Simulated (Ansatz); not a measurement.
Density of states of Al₂Au (Fm-3m, a = 6.003 Å, b = 6.003 Å, c = 6.003 Å, α = 90.00°, β = 90.00°, γ = 90.00°), in states per eV and primitive cell, averaged over bins of 0.5 eV. Method: Ansatz, DFT PBEsol, scalar-relativistic, plane waves, PAW.

Settings: cutoff 420 eV, Γ-centred mesh 12×12×12 on the computed 3-atom cell, Gaussian smearing of 0.10 eV; no spin polarisation.

The cell is relaxed at this level. The states (both spins) are summed by tetrahedra on a 18×18×18 mesh at the self-consistent density. Energies are bin centres; the table starts no lower than −8 eV and ends at 6 eV, or lower where the solved bands end.

It is a metal at this level.

```csv
E − E_F (eV),total,Al 3p,Au 5d,Al 3s,Au 6s
-7.80,0.82,0.25,0.21,0.22,0.13
-7.30,1.56,0.19,0.97,0.33,0.06
-6.80,3.29,0.46,2.18,0.61,0.02
-6.30,6.49,0.88,5.43,0.13,0.03
-5.80,6.02,0.40,5.36,0.05,0.18
-5.30,3.48,0.19,3.06,0.05,0.16
-4.80,0.92,0.28,0.35,0.20,0.07
-4.30,1.02,0.38,0.28,0.26,0.08
-3.80,0.66,0.29,0.12,0.15,0.08
-3.30,0.83,0.39,0.15,0.19,0.06
-2.80,0.84,0.43,0.13,0.19,0.05
-2.30,0.91,0.54,0.12,0.17,0.04
-1.80,1.28,0.89,0.14,0.16,0.04
-1.30,1.20,0.84,0.12,0.14,0.03
-0.80,1.09,0.78,0.09,0.12,0.02
-0.30,0.99,0.72,0.07,0.09,0.02
0.20,0.85,0.62,0.05,0.07,0.01
0.70,0.50,0.33,0.03,0.05,0.01
1.20,0.37,0.20,0.03,0.07,0.01
1.70,0.73,0.21,0.08,0.33,0.02
2.20,1.23,0.40,0.11,0.49,0.08
2.70,1.88,0.72,0.11,0.68,0.12
3.20,1.10,0.45,0.05,0.33,0.11
3.70,1.21,0.54,0.06,0.27,0.15
4.20,2.08,1.23,0.12,0.33,0.13
4.70,1.67,0.97,0.07,0.21,0.16
```

The columns after the total are the Löwdin projections on the occupied valence shells of the potentials. The rest of the total lies in shells that are empty in the free atom, which aren't projected, and between the atoms.

Spin-orbit coupling is left out, which matters for the bands of heavy elements.

Cost: 1 run of about 0.59 core-minutes, on Arm Neoverse V1 (shared hosts).